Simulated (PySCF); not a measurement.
## Ionisation energy of C by level of theory

C [He] 2s2 2p2 [2p1/2^2, M_J = 0] → C⁺ [He] 2s2 2p1 [2p1/2^1, M_J = 1/2], as a difference of total energies. All numbers are calculated (PySCF 2.14, the two-component X2C-1e Hamiltonian, in x2c-QZVPPall-2c (7s4p3d2f1g, 57 functions)). Correlated levels: 1s2 frozen; the 2 highest virtual spinors dropped. "Screened" scales the spin-orbit matrix elements by Boettger's factors to mimic the two-electron term; Breit and QED terms are absent.

```csv
method,ionisation energy (eV),error (eV)
GHF (spin-free),10.690,-0.570
GMP2 (spin-free),11.279,+0.019
GHF (screened spin-orbit),10.687,-0.573
GMP2 (screened spin-orbit),11.277,+0.017
```

Reference: 11.260 eV (measured; NIST Atomic Spectra Database, ionization energies).

Errors of the correlated levels include the incompleteness of this basis and the frozen core.

The labels give the starting determinants; with spin-orbit coupling the two ends relaxed to ⟨J²⟩ = 2.00, ⟨L²⟩ = 2.00, ⟨S²⟩ = 2.01 and ⟨J²⟩ = 1.06, ⟨L²⟩ = 2.02, ⟨S²⟩ = 0.76.

The determinant of C and of C⁺ mixes levels of different J (the jj label is only the starting occupation), so the difference between spin-free and spin-orbit rows is not the physical spin-orbit shift.
